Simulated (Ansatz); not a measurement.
Species: HO, charge -1, multiplicity 1. Whether it binds its extra electron was not tested at this geometry. SMILES: [OH-]
Structure (B3LYP-D3(BJ)/def2-TZVP (Ansatz, a first-principles code) minimum search):
```xyz
2

O      0.0000     0.0000    -0.1078
H      0.0000     0.0000     0.8624
```
Charge -1, spin multiplicity 1.

Parts of the frozen-core correlation energy in 6-31G (Ansatz, hartree). Frozen orbitals: 1; correlated occupied orbitals by spin: 4 and 4; virtual: 6 and 6. No spin-orbit coupling. No relativistic terms.

```tsv
term	value
reference (HF)	-75.31167
MP2 opposite-spin	?
MP2 same-spin	-0.03099
CCSD correlation	?
(T)	?
FCI minus CCSD(T)	-0.00056
T1 diagnostic	0.005
largest doubles amplitude	0.062
```

Task: Fill in the missing entries.

Result: 
- MP2 opposite-spin, value: -0.09401
- CCSD correlation, value: -0.12955
- (T), value: -0.00085
